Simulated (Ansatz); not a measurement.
# B₂H (quartet): wave-function methods side by side at distance B1–B2 = 4.018 Å, 6-31G

Aim: climb from Hartree-Fock through coupled cluster and multireference methods for B₂H (quartet) at one geometry and basis, and see what each rung misses.

Computed with Ansatz 0.2.0, Gaussian basis. Level: 6-31G, core rule «outside noble gas», up to 2 orbitals frozen.

To be run: UHF; CCSD(T) on ROHF; CCSD(T) on UHF; BCCD(T) on ROHF; CISD; CCSDT(Q) on ROHF; CCSDT(Q) on UHF; CISDTQ; CCSDTQ on ROHF; CCSDTQ on UHF; CASSCF and MRCISD+Q, 5 electrons in 5 orbitals; CASSCF and NEVPT2, 5 electrons in 5 orbitals; CASSCF and MRCISD+Q, 7 electrons in 9 orbitals; CASSCF and NEVPT4(SD), 7 electrons in 9 orbitals; CASSCF and NEVPT2, 7 electrons in 9 orbitals; Full CI.

22 further runs of the same task are left out: 15 that didn't finish, 7 set aside as unsound or not needed.

### Step 1. What is computed

The geometry derives from a PBE0/def2-TZVP stationary point (not a proven minimum). One bond is set to the value named and the two fragments are kept rigid.

3 atoms, charge 0, spin multiplicity 4.

Atoms are counted from 1 here; the program's logs count them from 0.

Bond lengths: B1–H3 1.178 Å.

### Step 2. UHF

in.yaml

```yaml
crystal:
  periodic: [false, false, false]
  atoms:
    - {symbol: B, position_ang: [0.000000, 0.000000, 0.946584]}
    - {symbol: B, position_ang: [0.000000, 0.000000, -3.071416]}
    - {symbol: H, position_ang: [0.000000, 0.000000, 2.124831]}
basis:
  gaussian: {orbitals: 6-31G}
magnetization: {spin_polarized: true, initial_magnetization: 3}
hamiltonian: {xc: hf}
output: {orbitals: {seedname: orbitals}}
```

Started as:

```sh
$ ansatz run in.yaml --threads 1 --pin off --events-out ev --progress --plain --max-ram 2393MiB
```

Further steps of the session: CCSD(T) on ROHF; CCSD(T) on UHF; BCCD(T) on ROHF; CISD; CCSDT(Q) on ROHF; CCSDT(Q) on UHF; CISDTQ; CCSDTQ on ROHF; CCSDTQ on UHF; CASSCF and MRCISD+Q, 5 electrons in 5 orbitals; CASSCF and NEVPT2, 5 electrons in 5 orbitals; CASSCF and MRCISD+Q, 7 electrons in 9 orbitals; CASSCF and NEVPT4(SD), 7 electrons in 9 orbitals; CASSCF and NEVPT2, 7 electrons in 9 orbitals; Full CI.

Before running them: what should the planned runs give, taken together? Wanted: FCI below the RHF energy; RMP2 from FCI; UMP2 from FCI; RCCSD from FCI; RCCSD(T) from FCI; UCCSD(T) from FCI; RCCSDT(Q) from FCI; UCCSDT(Q) from FCI; T1 diagnostic.

The runs gave:

```
                         quantity                                                                                                      value
         FCI below the RHF energy                                                                                                 -2.0732 eV
                    RMP2 from FCI                                                                                               +80.5 kJ/mol
                    UMP2 from FCI                                                                                               +80.2 kJ/mol
                   RCCSD from FCI                                                                                                +3.4 kJ/mol
                RCCSD(T) from FCI                                                                                                +1.6 kJ/mol
                UCCSD(T) from FCI                                                                                                +1.6 kJ/mol
               RCCSDT(Q) from FCI                                                                                                +0.5 kJ/mol
               UCCSDT(Q) from FCI                                                                                                +0.5 kJ/mol
levels within 1 kcal/mol (43 meV)  RCCSD, UCCSD, RCCSD(T), UCCSD(T), BCCD(T), RCCSDT, UCCSDT, CISDTQ, RCCSDT(Q), UCCSDT(Q), RCCSDTQ, UCCSDTQ
                    T1 diagnostic                                                                                                      0.010
   effectively unpaired electrons                                                                                                       3.40
```

What this shows: RCCSD(T) misses by +1.6 kJ/mol, 0.8 % of the correlation energy. The occupations show some static correlation. These misses are within one basis, not against nature; the frozen cores of restricted and unrestricted runs differ, which can shift their rows.
